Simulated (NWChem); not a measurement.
System: benzene (C6H6); SMILES c1ccccc1

Output (shortened):

```
             Northwest Computational Chemistry Package (NWChem) 7.3.0
             --------------------------------------------------------

                             Geometry "geometry" -> ""
                             -------------------------

 Output coordinates in angstroms (scale by  1.889725989 to convert to a.u.)

  No.       Tag          Charge          X              Y              Z
 ---- ---------------- ---------- -------------- -------------- --------------
    1 C                    6.0000     1.34426200     0.38004000     0.00000000
    2 C                    6.0000     0.34300700     1.35418500     0.00000000
    3 C                    6.0000    -1.00125500     0.97414500     0.00000000
    4 C                    6.0000    -1.34426200    -0.38004000     0.00000000
    5 C                    6.0000    -0.34300700    -1.35418500     0.00000000
    6 C                    6.0000     1.00125500    -0.97414500     0.00000000
    7 H                    1.0000     2.39023700     0.67580700     0.00000000
    8 H                    1.0000     0.60985300     2.40790900     0.00000000
    9 H                    1.0000    -1.78038400     1.73210200     0.00000000
   10 H                    1.0000    -2.39023700    -0.67580700     0.00000000
   11 H                    1.0000    -0.60985300    -2.40790900     0.00000000
   12 H                    1.0000     1.78038400    -1.73210200     0.00000000

 Effective nuclear repulsion energy (a.u.)     203.1461190106

                                 NWChem DFT Module
                                 -----------------

 Summary of "ao basis" -> "ao basis" (spherical)
 ------------------------------------------------------------------------------
       Tag                 Description            Shells   Functions and Types
 ---------------- ------------------------------  ------  ---------------------
 C                          def2-svp                 6       14   3s2p1d
 H                          def2-svp                 3        5   2s1p

            General Information
            -------------------
          SCF calculation type: DFT
          Wavefunction type:  closed shell.
          No. of atoms     :    12
          No. of electrons :    42
           Alpha electrons :    21
            Beta electrons :    21
          Charge           :     0
          Spin multiplicity:     1
          Use of symmetry is: off; symmetry adaption is: off
          Maximum number of iterations: 150
          AO basis - number of functions:   114
                     number of shells:    54
          Convergence on energy requested:  1.00D-06
          Convergence on density requested:  1.00D-05
          Convergence on gradient requested:  5.00D-04

              XC Information
              --------------
                         B3LYP Method XC Potential
                     Hartree-Fock (Exact) Exchange  0.200
                        Slater Exchange Functional  0.800 local
                    Becke 1988 Exchange Functional  0.720 non-local
              Lee-Yang-Parr Correlation Functional  0.810
                  VWN I RPA Correlation Functional  0.190 local

             Grid Information
             ----------------
          Grid used for XC integration:  medium
          Radial quadrature: Mura-Knowles
          Angular quadrature: Lebedev.
          Tag              B.-S. Rad. Rad. Pts. Rad. Cut. Ang. Pts.
          ---              ---------- --------- --------- ---------
          C                   0.70       49          11.0       434
          H                   0.35       45          12.0       434
          Grid pruning is: on
          Number of quadrature shells:   564
          Spatial weights used:  Erf1

      Superposition of Atomic Density Guess
      -------------------------------------

 Sum of atomic energies:        -228.74453723

      Non-variational initial energy
      ------------------------------

 Total energy =    -233.081874
 1-e energy   =    -707.711375
 2-e energy   =     271.483382
 HOMO         =      -0.309504
 LUMO         =      -0.012646

     ---------------------------------------------
      Total Density - Mulliken Population Analysis
     ---------------------------------------------

    Atom       Charge   Shell Charges
 -----------   ------   -------------------------------------------------------
    1 C    6     6.08   1.99  0.97  0.27  1.97  0.84  0.04
    2 C    6     6.08   1.99  0.97  0.27  1.97  0.84  0.04
    3 C    6     6.08   1.99  0.97  0.27  1.97  0.84  0.04
    4 C    6     6.08   1.99  0.97  0.27  1.97  0.84  0.04
    5 C    6     6.08   1.99  0.97  0.27  1.97  0.84  0.04
    6 C    6     6.08   1.99  0.97  0.27  1.97  0.84  0.04
    7 H    1     0.92   0.68  0.22  0.02
    8 H    1     0.92   0.68  0.22  0.02
    9 H    1     0.92   0.68  0.22  0.02
   10 H    1     0.92   0.68  0.22  0.02
   11 H    1     0.92   0.68  0.22  0.02
   12 H    1     0.92   0.68  0.22  0.02

   convergence    iter        energy       DeltaE   RMS-Dens  Diis-err
 ---------------- ----- ----------------- --------- --------- ---------
 d= 0,ls=0.0,diis     1   -232.0341353333 -4.35D+02  7.64D-03  3.93D-01
 d= 0,ls=0.0,diis     2   -232.0830609474 -4.89D-02  2.02D-03  1.06D-02
 d= 0,ls=0.0,diis     3   -232.0843822331 -1.32D-03  4.05D-04  1.59D-03
 d= 0,ls=0.0,diis     4   -232.0845503225 -1.68D-04  7.54D-05  6.03D-05
 d= 0,ls=0.0,diis     5   -232.0845570569 -6.73D-06  2.66D-05  1.01D-05
  Resetting Diis
 d= 0,ls=0.0,diis     6   -232.0845585146 -1.46D-06  7.81D-07  6.46D-09
 d= 0,ls=0.0,diis     7   -232.0845585156 -1.05D-09  3.39D-08  4.46D-12

         Total DFT energy =     -232.084558515647
      One electron energy =     -713.231249790891
           Coulomb energy =      312.739070101797
    Exchange-Corr. energy =      -34.738497837171
 Nuclear repulsion energy =      203.146119010618

 Numeric. integr. density =       42.000077763509

                       DFT Final Molecular Orbital Analysis
                       ------------------------------------

 Vector   19  Occ=2.000000D+00  E=-3.467948D-01
              MO Center=  1.0D-06, -1.1D-06,  4.2D-11, r^2= 4.2D+00
   Bfn.  Coefficient  Atom+Function         Bfn.  Coefficient  Atom+Function
  ----- ------------  ---------------      ----- ------------  ---------------
    85     -0.212364   7 H  s               100     -0.212364  10 H  s
    32     -0.200234   3 C  px               74      0.200234   6 C  px
    18      0.194001   2 C  px               60     -0.194002   5 C  px
    90      0.193531   8 H  s               105      0.193531  11 H  s
    33     -0.179814   3 C  py               75      0.179814   6 C  py

 Vector   20  Occ=2.000000D+00  E=-2.560939D-01
              MO Center=  7.7D-07, -5.2D-07,  3.9D-10, r^2= 3.0D+00
   Bfn.  Coefficient  Atom+Function         Bfn.  Coefficient  Atom+Function
  ----- ------------  ---------------      ----- ------------  ---------------
    34      0.345320   3 C  pz               76     -0.345320   6 C  pz
    37      0.239029   3 C  pz               79     -0.239029   6 C  pz
     6     -0.208212   1 C  pz               48      0.208211   4 C  pz
     9     -0.144123   1 C  pz               51      0.144123   4 C  pz
    20      0.137108   2 C  pz               62     -0.137109   5 C  pz

 Vector   21  Occ=2.000000D+00  E=-2.560921D-01
              MO Center= -3.2D-07,  2.2D-08,  9.1D-10, r^2= 3.0D+00
   Bfn.  Coefficient  Atom+Function         Bfn.  Coefficient  Atom+Function
  ----- ------------  ---------------      ----- ------------  ---------------
    20      0.319584   2 C  pz               62     -0.319584   5 C  pz
     6      0.278532   1 C  pz               48     -0.278532   4 C  pz
    23      0.221211   2 C  pz               65     -0.221210   5 C  pz
     9      0.192795   1 C  pz               51     -0.192795   4 C  pz
    34      0.041052   3 C  pz               76     -0.041052   6 C  pz

 Vector   22  Occ=0.000000D+00  E=-8.630405D-03
              MO Center= -2.6D-07,  4.6D-07, -9.9D-10, r^2= 3.5D+00
   Bfn.  Coefficient  Atom+Function         Bfn.  Coefficient  Atom+Function
  ----- ------------  ---------------      ----- ------------  ---------------
    37      0.494248   3 C  pz               79      0.494248   6 C  pz
    34      0.362224   3 C  pz               76      0.362224   6 C  pz
    23     -0.340783   2 C  pz               65     -0.340782   5 C  pz
    20     -0.249758   2 C  pz               62     -0.249758   5 C  pz
     9     -0.153462   1 C  pz               51     -0.153463   4 C  pz

 Vector   23  Occ=0.000000D+00  E=-8.629941D-03
              MO Center=  8.0D-08, -2.6D-07, -1.3D-10, r^2= 3.5D+00
   Bfn.  Coefficient  Atom+Function         Bfn.  Coefficient  Atom+Function
  ----- ------------  ---------------      ----- ------------  ---------------
     9      0.482104   1 C  pz               51      0.482104   4 C  pz
    23     -0.373954   2 C  pz               65     -0.373955   5 C  pz
     6      0.353329   1 C  pz               48      0.353329   4 C  pz
    20     -0.274068   2 C  pz               62     -0.274068   5 C  pz
    37     -0.108149   3 C  pz               79     -0.108149   6 C  pz

 Vector   24  Occ=0.000000D+00  E= 5.875593D-02
              MO Center= -2.2D-06,  2.7D-06,  7.3D-11, r^2= 9.9D+00
   Bfn.  Coefficient  Atom+Function         Bfn.  Coefficient  Atom+Function
  ----- ------------  ---------------      ----- ------------  ---------------
    86      0.764076   7 H  s                91      0.764074   8 H  s
    96      0.764092   9 H  s               101      0.764077  10 H  s
   106      0.764073  11 H  s               111      0.764090  12 H  s
     3     -0.524615   1 C  s                17     -0.524633   2 C  s
    31     -0.524558   3 C  s                45     -0.524616   4 C  s

     ---------------------------------------------
      Total Density - Mulliken Population Analysis
     ---------------------------------------------

    Atom       Charge   Shell Charges
 -----------   ------   -------------------------------------------------------
    1 C    6     5.98   1.99  0.92  0.26  2.10  0.69  0.03
    2 C    6     5.98   1.99  0.92  0.26  2.10  0.69  0.03
    3 C    6     5.98   1.99  0.92  0.26  2.10  0.69  0.03
    4 C    6     5.98   1.99  0.92  0.26  2.10  0.69  0.03
    5 C    6     5.98   1.99  0.92  0.26  2.10  0.69  0.03
    6 C    6     5.98   1.99  0.92  0.26  2.10  0.69  0.03
    7 H    1     1.02   0.76  0.23  0.02
    8 H    1     1.02   0.76  0.23  0.02
    9 H    1     1.02   0.76  0.23  0.02
   10 H    1     1.02   0.76  0.23  0.02
   11 H    1     1.02   0.76  0.23  0.02
   12 H    1     1.02   0.76  0.23  0.02

     -------------------------------------------
      Total Density - Lowdin Population Analysis
     -------------------------------------------

    Atom       Charge   Shell Charges
 -----------   ------   -------------------------------------------------------
    1 C    6     6.03   1.97  0.60  0.29  1.90  1.17  0.09
    2 C    6     6.03   1.97  0.60  0.29  1.90  1.17  0.09
    3 C    6     6.03   1.97  0.60  0.29  1.90  1.17  0.09
    4 C    6     6.03   1.97  0.60  0.29  1.90  1.17  0.09
    5 C    6     6.03   1.97  0.60  0.29  1.90  1.17  0.09
    6 C    6     6.03   1.97  0.60  0.29  1.90  1.17  0.09
    7 H    1     0.97   0.64  0.27  0.07
    8 H    1     0.97   0.64  0.27  0.07
    9 H    1     0.97   0.64  0.27  0.07
   10 H    1     0.97   0.64  0.27  0.07
   11 H    1     0.97   0.64  0.27  0.07
   12 H    1     0.97   0.64  0.27  0.07

     Multipole analysis of the density
     ---------------------------------

     L   x y z        total         alpha         beta         nuclear
     -   - - -        -----         -----         ----         -------
     0   0 0 0     -0.000000    -21.000000    -21.000000     42.000000

     1   1 0 0      0.000002      0.000001      0.000001      0.000000
     1   0 1 0     -0.000002     -0.000001     -0.000001      0.000000
     1   0 0 1     -0.000000     -0.000000     -0.000000      0.000000

     2   2 0 0    -23.906884   -107.722798   -107.722798    191.538712
     2   1 1 0     -0.000016     -0.000033     -0.000033      0.000050
     2   1 0 1      0.000000      0.000000      0.000000      0.000000
     2   0 2 0    -23.906908   -107.722805   -107.722805    191.538702
     2   0 1 1     -0.000000     -0.000000     -0.000000      0.000000
     2   0 0 2    -29.048972    -14.524486    -14.524486      0.000000

                     NWChem Electrostatic Potential Fit Module
                     -----------------------------------------

 Atom parameters

 Number of atoms is                                   12
 Number of basis functions is                        114

 Grid parameters

 Maximum number of grid points is                  42807
 Number of grid points is                          42806
 Grid range                                     0.300000 nm
 Grid spacing                                   0.020000 nm
 Probe radius                                   0.070000 nm
 Atom radius factor                             1.000000

 Atomic radii

    1    0.100000
    6    0.147000
 FASTESP  F
  using M.O. file = ./job.movecs

    Atom              Coordinates                           Charge

                                                  ESP

    1 C     0.134426    0.038004    0.000000   -0.081754
    2 C     0.034301    0.135419    0.000000   -0.083200
    3 C    -0.100126    0.097415    0.000000   -0.080498
    4 C    -0.134426   -0.038004    0.000000   -0.088434
    5 C    -0.034301   -0.135419    0.000000   -0.079111
    6 C     0.100126   -0.097415    0.000000   -0.081701
    7 H     0.239024    0.067581    0.000000    0.081974
    8 H     0.060985    0.240791    0.000000    0.083305
    9 H    -0.178038    0.173210    0.000000    0.081749
   10 H    -0.239024   -0.067581    0.000000    0.084303
   11 H    -0.060985   -0.240791    0.000000    0.082555
   12 H     0.178038   -0.173210    0.000000    0.080812
                                            ------------
                                                0.000000

 Dipole moment                                  0.000765

 Quadrupole moment Qxx                          3.664734
                   Qyy                          3.787583
                   Qzz                         -7.452316

 RMS deviation kJ/mol                           0.070137

 RRMS %                                        58.493247
```

Level: B3LYP/def2-SVP. Coordinates come from a B3LYP/6-31G* (spherical d) optimisation.

Task: Which NWChem input produces such a log?

Result: One answer among several that fit: the input that was run:
```
start job
memory heap 200 mb stack 900 mb global 1100 mb
geometry units angstroms noautosym nocenter noautoz
  C      1.344262     0.380040     0.000000
  C      0.343007     1.354185     0.000000
  C     -1.001255     0.974145     0.000000
  C     -1.344262    -0.380040     0.000000
  C     -0.343007    -1.354185     0.000000
  C      1.001255    -0.974145     0.000000
  H      2.390237     0.675807     0.000000
  H      0.609853     2.407909     0.000000
  H     -1.780384     1.732102     0.000000
  H     -2.390237    -0.675807     0.000000
  H     -0.609853    -2.407909     0.000000
  H      1.780384    -1.732102     0.000000
end
basis spherical
  * library def2-svp
end
dft
  xc b3lyp
  iterations 150
  mulliken
end
task dft energy
esp
  recalculate
  probe 0.07
  range 0.3
  factor 1.0
  spacing 0.02
end
task esp
```
